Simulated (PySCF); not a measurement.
PySCF input file for CH2, SMILES [CH2], multiplicity 3, r2SCAN-D4/def2-TZVPD. Coordinates come from a r2SCAN-D4/def2-TZVPD optimisation. The isomer is the one that the SMILES or the coordinates give; other isomers of the formula were not compared.

```python
import numpy as np
from pyscf import gto, scf, dft, df
from pyscf.hessian import thermo

mol = gto.M(
    atom='''
    C     0.00000000    0.00000000   -0.10522858
    H     0.00000000   -0.99370603    0.31568575
    H     0.00000000    0.99370603    0.31568575
    ''',
    basis='def2-TZVPD',
    charge=0,
    spin=2,
    max_memory=1600,
    verbose=3,
)
mf = dft.UKS(mol, xc='r2scan').density_fit(auxbasis='def2-universal-jkfit')
mf.disp = 'd4'
mf.grids.level = 4
mf.conv_tol = 1e-11
mf.max_cycle = 100
mf.kernel()
fine, coarse = mf.grids, dft.Grids(mol).set(level=1).build(with_non0tab=True)
for _ in range(3):  # follow internal instabilities
    mf.grids = coarse
    mo, _, stable, _ = mf.stability(return_status=True, nroots=4)
    mf.grids = fine
    if stable:
        break
    mf.kernel(mf.make_rdm1(mo, mf.mo_occ))

# [left out here: the lines that compute and print the analytic Hessian (its translational invariance restored by hand, since the grid's response is missing), thermochemistry and intensities]
```

Output:

```

WARN: HOMO -0.193721521283504 >= LUMO -0.226156709734177

converged SCF energy = -39.1457601441317  <S^2> = 2.0100601  2S+1 = 3.0066992
<class 'pyscf.df.df_jk.DFUKS'> wavefunction is stable in the internal stability analysis

WARN: MGGA Hessian is sensitive to dft grids. grids.level 4 may not be dense enough.


WARN: DFTD4 does not support analytical Hessian, using finite difference.


WARN: Mole.unit (angstrom) is changed to Bohr

Mode                                 0                   1                   2
Irrep
Freq [cm^-1]                     1059.5730           3135.3938           3367.5283
Reduced mass [au]                   1.1356              1.0278              1.1379
Force const [Dyne/A]                0.7512              5.9531              7.6026
Char temp [K]                    1524.4896           4511.1336           4845.1234
Normal mode                   x     y     z       x     y     z       x     y     z
       0   C                 0.00 -0.00  0.10    0.00  0.00  0.04    0.00 -0.10  0.00
       1   H                -0.00 -0.27 -0.60   -0.00  0.65 -0.25    0.00  0.61 -0.26
       2   H                -0.00  0.27 -0.60   -0.00 -0.65 -0.25   -0.00  0.61  0.26
temperature 298.1500 [K]
pressure 101325.00 [Pa]
Rotational constants [GHz] 1652.43688 253.86967 220.06094
Symmetry number 2
Zero-point energy (ZPE) 0.01723 [Eh]   45233.766 [J/mol]
                           tot       elec      trans        rot        vib
Entropy [J/mol/K]       195.278      9.134    141.683     44.152      0.308
Cv [J/mol/K]             26.268      0.000     12.472     12.472      1.325
Cp [J/mol/K]             34.582      0.000     20.786     12.472      1.325
Internal energy [J/mol]                      3718.434   3718.434  45310.509
Internal energy [Eh]   -39.12567  -39.14576
Enthalpy [J/mol]                             6197.391   3718.434  45310.509
Enthalpy [Eh]          -39.12473
Gibbs free energy [J/mol]                  -36045.502  -9445.602  45218.804
Gibbs free energy [Eh] -39.14690
mode   freq/cm-1   IR/(km/mol)
   1     1059.57         8.248
   2     3135.39         0.107
   3     3367.53         0.000
max |gradient| / (hartree/bohr): 0.00019280875718462922
APT charges: [-0.1449  0.0724  0.0724]
```

The calculation finished and met its thresholds.
